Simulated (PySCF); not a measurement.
**How methods differ on the ionisation energy of H**

H 1s1 (2S) → H⁺ (bare nucleus), as a difference of total energies. Computed with PySCF 2.14 in x2c-TZVPPall with one added diffuse shell each of s, p type (4s3p1d, 18 functions), with the spin-free X2C one-electron Hamiltonian (Gaussian nucleus). The calculations carry no spin-orbit coupling.

| method | ionisation energy (eV) |
| --- | --- |
| UHF | 13.601 |
| LDA | 13.021 |
| PBE | 13.601 |
| PBE0 | 13.637 |
| r2SCAN | 13.606 |
| M06-L | 13.699 |
| B3LYP | 13.667 |
| TPSSh | 13.606 |
| BP86 | 13.610 |

For comparison: 13.598 eV (theoretical estimate listed by NIST; NIST Atomic Spectra Database, ionization energies).
